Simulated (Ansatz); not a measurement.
**Molybdenum, bcc: convergence with Fermi-Dirac smearing**

Computed with Ansatz, LDA, scalar-relativistic PAW, on the relaxed cell (a = 3.113 Å; spin not included). Errors count from a run at 420 eV on a Γ-centred 23×23×23 mesh with Fermi-Dirac smearing of 0.1 eV, extrapolated to zero width. Fixed here: cutoff 420 eV, mesh 14×14×14. The SCF starts from atomic densities corrected by a trained network.

```csv
width (eV),E(σ→0) error (meV/atom),F error (meV/atom),P (GPa),SCF iterations
0.01,18.8,18.6,0.12,6
0.1,15.7,1.0,0.04,6
0.2,10.5,-37.3,0.02,6
0.3,11.6,-96.8,0.44,6
0.6,65.5,-461.4,5.46,6
1.0,141.0,-1459.7,19.41,6
```

Q: What does the run at 0.03 give (width)?

A: E(σ→0) error (meV/atom): 18.8; F error (meV/atom): 16.8; P (GPa): 0.16; SCF iterations: 6.
